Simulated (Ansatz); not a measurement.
Coupled-cluster diagnostics for MgF₂⁺, Ansatz.

Geometry of the doublet (PBE-D4/def2-TZVP):

```xyz
3

Mg   -0.746    0.633    0.030
F    -0.009   -0.722   -0.959
F     0.755    0.089    0.929
```

Correlated methods freeze 3 core orbitals; core or outer-core shells of Mg are correlated, in sets that lack core-valence functions. In CCSD on the charge 1 doublet the largest single amplitude is 0.41, so its Hartree–Fock determinant may place the open shell otherwise than the density functionals do. In the quartet geometry the species has come apart into loosely held pieces. In the quartet, F2 and F3 lie 1.79 Å apart (atoms count from 1), so these atoms are partly bonded to each other. The structure comes from a short search, and lower isomers may exist.

Geometry of the charge 1 quartet (PBE-D4/def2-TZVP):

```xyz
3

Mg    0.2591    1.7316    0.5671
F     0.6300   -0.3970   -0.2275
F    -0.8892   -1.3346   -0.3396
```

Q: Estimate the CCSD(T) correlation energy, the shares of MP2 and (T), T1 and the reference's ⟨S²⟩ for: charge 1, doublet, own geometry in def2-TZVPP; charge 1, quartet, own geometry in def2-TZVPP; and the rough time on 4 threads of Arm Neoverse V1 on a shared host.

A: 
| state | basis | correlation (eV) | MP2 share (%) | (T) share (%) | T1 | ⟨S²⟩ (pure) | wall time | remarks |
| --- | --- | --- | --- | --- | --- | --- | --- | --- |
| charge 1, doublet, own geometry | def2-TZVPP | -18.833 | 93.3 | 2.7 | 0.069 | 0.76 (0.75) | 6.5 s | large T1 (0.069) |
| charge 1, quartet, own geometry | def2-TZVPP | -16.818 | 92.6 | 2.0 | 0.026 | 3.76 (3.75) | 6 s | – |
Customary marks for T1 are 0.02 (closed shells), 0.045 (open shells) and about 0.05 (3d metals). T1 exceeds 0.02 in 2 of 2 rows and 0.045 in 1; the higher it lies, the less the single-reference result can be trusted.
